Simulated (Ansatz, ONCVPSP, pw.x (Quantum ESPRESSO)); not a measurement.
## What a changed setting does to a pw.x run (sc H)

Potential: optimised norm-conserving Vanderbilt (ONCV), ONCVPSP 4.0.1.1 (patched build), PBEsol; core none, reference 1s1; waves: 1s: rc 0.82 bohr, ncon 3, nbas 6, qcut 7.7 1/bohr, 1 projector; p scattering state at 0.03 Ha: rc 0.80 bohr, ncon 4, nbas 9, qcut 10.7 1/bohr, 1 projector; local part: polynomial inside 0.65 bohr (lpopt 5, dvloc0 0 Ha); core correction: none.

The reference run (k-mesh 18³, cutoffs 75/300 Ry, Fermi–Dirac 0.01 Ry, mixing_beta 0.4, conv_thr 1e-9, no spin) gives 0.79 GPa at 2.993 Å³/atom, where all-electron LAPW gives 1.30 GPa. This run, with its own iteration cap, changes k-mesh shift to 1.

```
&control
  calculation='scf', prefix='x', pseudo_dir='./', outdir='./tmp', tstress=.true., disk_io='none'
/
&system
  ibrav=0, nat=1, ntyp=1, ecutwfc=75, ecutrho=300, nbnd=7,
  occupations='smearing', smearing='fd', degauss=0.01
/
&electrons
  conv_thr=1e-09, mixing_beta=0.4, electron_maxstep=50
/
ATOMIC_SPECIES
H 1.0 H.UPF
CELL_PARAMETERS angstrom
  1.44112695 0.00000000 0.00000000
  0.00000000 1.44112695 0.00000000
  0.00000000 0.00000000 1.44112695
ATOMIC_POSITIONS crystal
H 0.0000 0.0000 0.0000
K_POINTS automatic
18 18 18 1 1 1
```

```bash
pw.x < H.scf.in > H.scf.out
```

**Question.** How does the run end?

**Answer.** It converges in 5 iterations; the free energy moves by +0.2 meV/atom and the pressure by -0.07 GPa.

```
Message from routine setup:
     using ibrav=0 with symmetry is DISCOURAGED, use correct ibrav instead
     lattice parameter (alat)  =       2.7233  a.u.
     unit-cell volume          =      20.1978 (a.u.)^3
     number of electrons       =         1.00
     number of Kohn-Sham states=            7
     kinetic-energy cutoff     =      75.0000  Ry
     charge density cutoff     =     300.0000  Ry
     scf convergence threshold =      1.0E-09
     Exchange-correlation= PBESOL
     number of k points=   165  Fermi-Dirac smearing, width (Ry)=  0.0100
     iteration #  1     ecut=    75.00 Ry     beta= 0.40
     total energy              =      -1.08153291 Ry
     estimated scf accuracy    <       0.00026460 Ry
     iteration #  2     ecut=    75.00 Ry     beta= 0.40
     total energy              =      -1.08153959 Ry
     estimated scf accuracy    <       0.00009511 Ry
     iteration #  3     ecut=    75.00 Ry     beta= 0.40
     total energy              =      -1.08153978 Ry
     estimated scf accuracy    <          5.5E-09 Ry
     iteration #  4     ecut=    75.00 Ry     beta= 0.40
     total energy              =      -1.08153978 Ry
     estimated scf accuracy    <          7.5E-09 Ry
     iteration #  5     ecut=    75.00 Ry     beta= 0.40
     the Fermi energy is     2.9994 ev
!    total energy              =      -1.08153978 Ry
     estimated scf accuracy    <          4.6E-12 Ry
     smearing contrib. (-TS)   =      -0.00049899 Ry
     The total energy is F=E-TS. E is the sum of the following terms:
     one-electron contribution =       0.60123522 Ry
     hartree contribution      =       0.02587879 Ry
     xc contribution           =      -0.66630823 Ry
     ewald contribution        =      -1.04184657 Ry
     convergence has been achieved in   5 iterations
          total   stress  (Ry/bohr**3)                   (kbar)     P=        7.25
     Message from routine punch:
     Nothing written, as per user request (disk_io='none')
```

The run took about 2 s on one core of a shared host (Neoverse-N1, 64 threads, 124 GiB, load 42).
